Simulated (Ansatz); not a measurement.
```yaml
crystal:
  periodic: [false, false, false]
  atoms:
    - {symbol: Ga, position_ang: [-0.851778, -0.115790, -0.000911]}
    - {symbol: B, position_ang: [1.569938, 0.194881, 0.001577]}
    - {symbol: O, position_ang: [2.756832, 0.275046, 0.002402]}
    - {symbol: H, position_ang: [-1.678391, 1.553447, 0.007957]}
basis:
  gaussian: {orbitals: def2-TZVP}
magnetization: {spin_polarized: true, initial_magnetization: 1}
hamiltonian: {xc: pbe0}
relax: {f_tol: 0.004, max_steps: 80}
```

```sh
$ ansatz run in.yaml --threads 1 --pin off --events-out ev --progress --plain --max-ram 2176MiB
```

Steps of the relaxation (energy above the last step; positions in Å, forces in eV/Å):

```
4
step 1, 718.5 meV
Ga   -0.852   -0.116   -0.001    0.949    2.010    0.011
B     1.570    0.195    0.002   -3.016   -0.475   -0.004
O     2.757    0.275    0.002    1.420    0.131    0.001
H    -1.678    1.553    0.008    0.647   -1.666   -0.009
```

```
4
step 2, 104.8 meV
Ga   -0.740    0.045    0.000    0.597    0.463    0.003
B     1.482    0.169    0.001   -0.720    0.202    0.001
O     2.685    0.269    0.002   -0.264   -0.153   -0.001
H    -1.631    1.424    0.007    0.386   -0.513   -0.003
```

```
4
step 3, 54.5 meV
Ga   -0.655    0.048    0.000   -0.500   -0.260   -0.002
B     1.356    0.233    0.002    1.333   -0.037    0.000
O     2.564    0.264    0.002   -0.418   -0.018    0.000
H    -1.469    1.363    0.007   -0.415    0.315    0.002
```

```
4
step 8, 0.0 meV
Ga   -0.658    0.092    0.000    0.001    0.005    0.000
B     1.426    0.252    0.002    0.003    0.000    0.000
O     2.629    0.205    0.002    0.000   -0.002    0.000
H    -1.601    1.359    0.007   -0.004   -0.003    0.000
```

```
4
step 9, 0.0 meV
Ga   -0.657    0.094    0.000    0.000    0.000    0.000
B     1.427    0.253    0.002    0.000    0.000    0.000
O     2.630    0.202    0.002    0.000    0.000    0.000
H    -1.604    1.358    0.007    0.000    0.000    0.000
```

Close pairs at the end: B2–O3 1.204 Å, Ga1–H4 1.579 Å, Ga1–B2 2.090 Å.

A stationary point of unrestricted PBE0 after 9 steps, with ⟨S²⟩ = 0.753 against 0.75 for a pure state; no frequencies were run, so it isn't proven a minimum. 56 s on 1 thread of Arm Neoverse V1, shared host.
